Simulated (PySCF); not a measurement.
HO, SMILES [OH] (connectivity only; charge and spin as stated), charge -1, multiplicity 1.

The structure is a stationary point at r2SCAN-D4/def2-TZVPD. The multiplicity is an assumed one; other spin states were not compared.

Method: PySCF with r2SCAN-D4/def2-TZVPD.

No scaling factor is applied to the harmonic values.

Question: List the normal modes with their intensities. (Estimate from the structure and the level; the computed values follow.)

Answer: 
```
mode  ν (cm⁻¹)  IR (km/mol)  Raman (Å⁴/amu)  depolarisation  moving atoms (share of kinetic energy)
----  --------  -----------  --------------  --------------  --------------------------------------
1         3737         87.7           161.1            0.36                                  H 94 %
```
